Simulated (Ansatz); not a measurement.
# AlNH3 (quartet): wave-function methods side by side at distance Al1–H4 along a hydrogen transfer = 1.991 Å, cc-pVDZ

How much of the correlation energy of AlNH3 (quartet) does each wave-function method recover here?

The runs use Ansatz 0.2.0, Gaussian basis; cc-pVDZ, correlated electrons: outside noble gas.

To be run: UHF; CCSD(T) on ROHF; CCSD(T) on UHF; BCCD(T) on ROHF; CISD; CCSDT(Q) on ROHF; CCSDT(Q) on UHF; CASSCF and MRCISD+Q, 5 electrons in 5 orbitals; CASSCF and NEVPT2, 5 electrons in 5 orbitals.

## Step 1: The system

The geometry derives from fragments relaxed apart (PBE0/def2-TZVP) and kept rigid, so it is no stationary point. A hydrogen atom is moved between rigid fragments.

5 atoms, charge 0, spin multiplicity 4.

Atoms are counted from 1 here; the program's logs count them from 0.

Bond lengths: Al1–H2 1.586 Å, Al1–H3 1.586 Å, H4–N5 1.040 Å. Angles: H2–Al1–H3 120.0°.

As a file:

| atom | x (Å) | y (Å) | z (Å) |
| --- | --- | --- | --- |
| Al1 | -0.97389 | 0.00000 | 0.00000 |
| H2 | -1.76681 | 1.37338 | 0.00000 |
| H3 | -1.76681 | -1.37338 | 0.00000 |
| H4 | 1.01711 | 0.00000 | 0.00000 |
| N5 | 2.05712 | 0.00000 | 0.00000 |

In the tables R marks a restricted open-shell determinant and U an unrestricted one; 'pair' is the active space of 5 electrons in 5 orbitals; correlation energies count from the lowest restricted Hartree-Fock solution.

## Step 2: UHF

Contents of in.yaml:

```yaml
crystal:
  periodic: [false, false, false]
  atoms:
    - {symbol: Al, position_ang: [-0.973885, 0.000000, 0.000000]}
    - {symbol: H, position_ang: [-1.766809, 1.373384, 0.000000]}
    - {symbol: H, position_ang: [-1.766809, -1.373384, 0.000000]}
    - {symbol: H, position_ang: [1.017115, 0.000000, 0.000000]}
    - {symbol: N, position_ang: [2.057115, 0.000000, 0.000000]}
basis:
  gaussian: {orbitals: cc-pVDZ}
magnetization: {spin_polarized: true, initial_magnetization: 3}
hamiltonian: {xc: hf}
output: {orbitals: {seedname: orbitals}}
```

Started as:

```bash
$ ansatz run in.yaml --threads 1 --pin off --events-out ev --progress --plain --max-ram 2393MiB
```

After this run come: CCSD(T) on ROHF; CCSD(T) on UHF; BCCD(T) on ROHF; CISD; CCSDT(Q) on ROHF; CCSDT(Q) on UHF; CASSCF and MRCISD+Q, 5 electrons in 5 orbitals; CASSCF and NEVPT2, 5 electrons in 5 orbitals.

**Question.** What will the summary of the whole plan be? Wanted: correlation energy, UCCSDT(Q); RMP2 from UCCSDT(Q); UMP2 from UCCSDT(Q); RCCSD from UCCSDT(Q); RCCSD(T) from UCCSDT(Q); UCCSD(T) from UCCSDT(Q); RCCSDT(Q) from UCCSDT(Q); NEVPT2 pair from UCCSDT(Q); MRCISD+Q pair from UCCSDT(Q).

The runs gave:

| quantity | value |
| --- | --- |
| correlation energy, UCCSDT(Q) | -5.9764 eV |
| RMP2 from UCCSDT(Q) | +114.2 kJ/mol |
| UMP2 from UCCSDT(Q) | +114.7 kJ/mol |
| RCCSD from UCCSDT(Q) | +11.9 kJ/mol |
| RCCSD(T) from UCCSDT(Q) | +2.8 kJ/mol |
| UCCSD(T) from UCCSDT(Q) | +2.7 kJ/mol |
| RCCSDT(Q) from UCCSDT(Q) | +0.2 kJ/mol |
| NEVPT2 pair from UCCSDT(Q) | +111.2 kJ/mol |
| MRCISD+Q pair from UCCSDT(Q) | +2.2 kJ/mol |
| levels of the table within 1 kcal/mol (43 meV) | RCCSD(T), UCCSD(T), BCCD(T), RCCSDT, UCCSDT, RCCSDT(Q), MRCISD+Q pair |
| T1 diagnostic | 0.022 |

**Reading.** RCCSD(T) misses by +2.8 kJ/mol, 0.5 % of the correlation energy. Of the multireference levels listed MRCISD+Q pair comes nearest in total energy (+2.2 kJ/mol), which doesn't show that its space is the better one. These misses are within one basis, not against nature; the frozen cores of restricted and unrestricted runs differ, which can shift their rows.
